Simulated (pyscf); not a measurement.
Thermochemistry of product channels of H₃C–Zn–Cl + H• on the doublet surface, in kcal/mol, from CCSD(T)/def2-TZVPP + ΔMP2(QZVPP) energies (ideal gas, 1 atm, RRHO with modes under 100 cm⁻¹ raised to 100, one conformer, R ln 2 for rigid chiral ones). PySCF, gas phase, ωB97X-D3(BJ)/def2-SVP geometries. MP2 and CC: frozen core, UHF for open shells. ΔMP2 is the change of the MP2 total energy from the triple- to the quadruple-zeta basis.

```json
[
 {"products": "CH₃• + Cl–ZnH", "ΔE": "-4.2", "ΔH(298 K)": "-4.1", "ΔG(298 K)": "-6.6", "ΔG(600 K)": "?"},
 {"products": "CH₄ + [Cl–Zn]•", "ΔE": "?", "ΔH(298 K)": "-27.4", "ΔG(298 K)": "-29.1", "ΔG(600 K)": "-30.3"}
]
```

Q: Some entries are withheld; supply them.

A: 
- CH₃• + Cl–ZnH, ΔG(600 K): -8.9
- CH₄ + [Cl–Zn]•, ΔE: -32.5

These are energies of the channels, which say nothing of barriers. The CCSD(T) − MP2 part came from Ansatz, without density fitting, on the same reference. The frozen core leaves the outer d or s,p core shells of the metals and heavy elements correlated in the MP2 and CC values, and def2-TZVPP describes them poorly, which can shift differences by a few kcal/mol. The term symbol of open-shell Cl–Zn was not checked; spin-orbit terms and orbital degeneracy are left out. Elements up to Kr have no core potential and no relativistic terms here.
